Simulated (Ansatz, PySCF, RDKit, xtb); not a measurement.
**Which structure has the formula HNSOF−?**

Only the formula HNSOF− is given (charge -1). Aim: find the structure of lowest free energy at 298.15 K, then its properties.

Plan: many cheap relaxations first (GFN2-xTB), then density-functional screening, relaxation at r2SCAN-D4/def2-SVPD, vibrations and a final energy. The numbers are computed, not measured.

7 further runs of the same task are left out: 7 set aside as unsound or not needed.

## (1) Candidates

A program enumerates the bonding patterns with one Lewis structure each (two rings at most, one unusual centre or charged pair), with their diastereomers. O–O, O–halogen and N–halogen bonds and N–N–N chains are not drawn. That gives 9 candidates.

```tsv
label	SMILES	spin
c074	[O-]/N=[SH]\F	singlet
c217	N=[S@]([O-])F	singlet
c502	[O-]/N=[SH]/F	singlet
c593	N#[S@H]([O-])F	singlet
c616	O[N-]SF	singlet
c744	[N-]=[S@](O)F	singlet
c778	[O-]NSF	singlet
c876	[NH-]OSF	singlet
c920	F[S@@H]1[N-]O1	singlet
```

Candidates are built by distance geometry, with a force field where one applies, in up to four conformers (letters a to d). 8 starts with atoms placed at random are added, to find patterns that the rules miss.

Q: Predict the outcome of this search (final energies at CCSD(T)/def2-SVPD + MP2/def2-TZVPPD - MP2/def2-SVPD).

| quantity | value |
| --- | --- |
| lowest structure found | N=[S@]([O-])F, singlet, C1 |
| next finalist | [F].[N][S][OH] ‡, singlet, 18.0 kcal/mol higher in G |
| share at equilibrium, among the finalists | 100.0 % |
| harmonic wavenumbers, lowest and highest (r2SCAN-D4/def2-SVPD) | 267 and 3418 cm⁻¹ |
| rotational constants, same geometry | 0.2821, 0.222, 0.1439 cm⁻¹ |
| HOMO energy (PBE0/def2-TZVPD) | -2.11 eV |
| LUMO energy (PBE0/def2-TZVPD) | 4.15 eV |
| HOMO–LUMO gap (to an unbound level, set by the basis) (PBE0/def2-TZVPD) | 6.26 eV |
| lowest excitation (TD-B3LYP/def2-SVPD) | 4.99 eV (f = 0.014) |
| strongest of the states computed, same level | 6.32 eV (f = 0.060) |
| lowest triplet excitation, same level, Tamm-Dancoff | 4.09 eV |
| vertical detachment energy | 4.30 eV |
| vertical triplet less singlet | +4.17 eV |

The search ends on `N=[S@]([O-])F`. Among the finalists first place is clear (18.0 kcal/mol); structures outside the list aren't covered. r2SCAN-D4/def2-SVPD, relaxed, HF/def2-SVPD and MP2/def2-SVPD already put its bonding pattern lowest among the structures in one piece. A large T1 diagnostic among the finalists warns that one reference determinant may not suffice. It concerns: the winner; the finalist [F].[N][S][OH] ‡ (singlet); the finalist [F].[O][NH][S] ‡ (singlet). A loose complex, [F].[NH][S][O] ‡, lay +3.5 kcal/mol from the best structure in one piece at the screening level; it was neither relaxed nor ranked, and may be the true minimum. In an anion, excitations above the detachment energy lie in the continuum and hang on the basis, so they needn't be bound states. The search is not exhaustive (a finite list of starts, one conformer a finalist), so a lower isomer can't be ruled out.

‡ marks the bonded skeleton alone, with all bonds drawn single: no Lewis structure was assigned that passes a check against the bond lengths.
